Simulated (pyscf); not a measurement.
O=SiH–OH + hydrogen (H₂) → O=Si=O + hydrogen (H₂) + hydrogen (H₂), a multi-bond step (singlet surface; H–Si, H–O, H–H broken, H–H, H–H formed). Single points on ωB97X-D3(BJ)/def2-SVP structures (PySCF, gas phase). Energies in kcal/mol from the separated reactants.

Small-basis levels: PySCF, no dispersion term, spherical d functions. 

Problem. In single points HF/6-31G* puts the saddle at 110.2 kcal/mol and the reaction energy at +60.5 kcal/mol. Should these be trusted to within a few kcal/mol? Compare with ωB97M-D3(BJ)/def2-TZVP.

Solution. ωB97M-D3(BJ)/def2-TZVP gives ΔE‡ = 74.0 kcal/mol and ΔE = +51.1 kcal/mol. HF/6-31G* lies 36.2 kcal/mol over it in the barrier and 9.3 kcal/mol over it in the reaction energy, so on this step it does not hold to within 3.0 kcal/mol. ωB97M-D3(BJ)/def2-TZVP has limits of its own. The same reactants have a lower exit, to HO–SiH₂–OH (barrier +18.2 kcal/mol at ωB97M-D3(BJ)/def2-TZVP, against +74.0 kcal/mol here). O=SiH–OH lies 9.8 kcal/mol over its isomer HO–Si:–OH [singlet] (electronic energy, ωB97M-D3(BJ)/def2-TZVP). One saddle was located; it need not be the lowest between these sides.
